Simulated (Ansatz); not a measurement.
C3H7FO (`COCCF`), relaxed with RKS PBE0-D4/def2-TZVP in the Gaussian-basis code of Ansatz from a PBE-D4/def2-SVP geometry. The force threshold is 0.005 eV/Å; the program also tests the step.

The species carries charge 0 and has multiplicity 1.

Start:

```xyz
12

C    -0.560    0.223   -1.563
O    -0.485    1.015   -0.392
C     0.486    0.597    0.537
C     0.121   -0.647    1.332
F     0.214   -1.799    0.556
H    -1.266    0.727   -2.252
H     0.433    0.142   -2.070
H    -0.922   -0.810   -1.366
H     1.478    0.426    0.044
H     0.611    1.433    1.259
H    -0.922   -0.557    1.713
H     0.812   -0.750    2.201
```

(1) By how much does the energy fall, and how many steps does the optimiser take? (Estimate.)

(2) Which bonds change most? (Best estimate.)

(3) Give the relaxed structure. (Best estimate.)

## Answers

(1) Computed: 1.21 kcal/mol, in 7 steps.

(2) Ansatz gave: C3–H9 from 1.120 to 1.101 Å; C4–H11 from 1.114 to 1.094 Å; C4–H12 from 1.115 to 1.095 Å; C1–H7 from 1.118 to 1.098 Å.

(3) The calculation gave: 
```xyz
12

C    -0.552    0.228   -1.569
O    -0.509    0.979   -0.379
C     0.478    0.577    0.529
C     0.120   -0.636    1.349
F     0.205   -1.799    0.601
H    -1.249    0.734   -2.238
H     0.436    0.191   -2.048
H    -0.894   -0.798   -1.401
H     1.435    0.398    0.016
H     0.620    1.412    1.222
H    -0.904   -0.554    1.725
H     0.813   -0.733    2.192
```
